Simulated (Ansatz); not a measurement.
We consider 2H WS₂, described by HSE06 (PAW; Ansatz, an electronic-structure program).

Settings: plane-wave cutoff 500 eV, 12×12×2 k mesh (along the axes of the cell as run), gaussian smearing 0.02 eV, no spin polarisation, scalar-relativistic PAW data made under PBE.

Cell (relaxed at this level):

```yaml
crystal:
  lattice:
    - [1.57909, -2.73507, 0.00000]
    - [1.57909, 2.73507, 0.00000]
    - [0.00000, 0.00000, 14.35422]
  atoms:
    - { symbol: W, position: [0.33333, 0.66667, 0.25000] }
    - { symbol: W, position: [0.66667, 0.33333, 0.75000] }
    - { symbol: S, position: [0.33333, 0.66667, 0.64149] }
    - { symbol: S, position: [0.66667, 0.33333, 0.14149] }
    - { symbol: S, position: [0.66667, 0.33333, 0.35851] }
    - { symbol: S, position: [0.33333, 0.66667, 0.85851] }
```

Question: Give the computed band gap.

Answer: 
band gap: 2.14 eV (on the SCF k mesh)

Measured, for comparison: band gap 1.35 eV (room temperature, not corrected to a static lattice, bulk 2H; as tabulated in Bastos et al. (2019), arXiv:1903.08112).

Note: the cell comes from a level without a dispersion term, which matters for the spacing of layers, chains or molecules; the cell has widely spaced layers and the level no dispersion term, so their spacing and the moduli can rest on weak binding.

Spin–orbit coupling is not included.
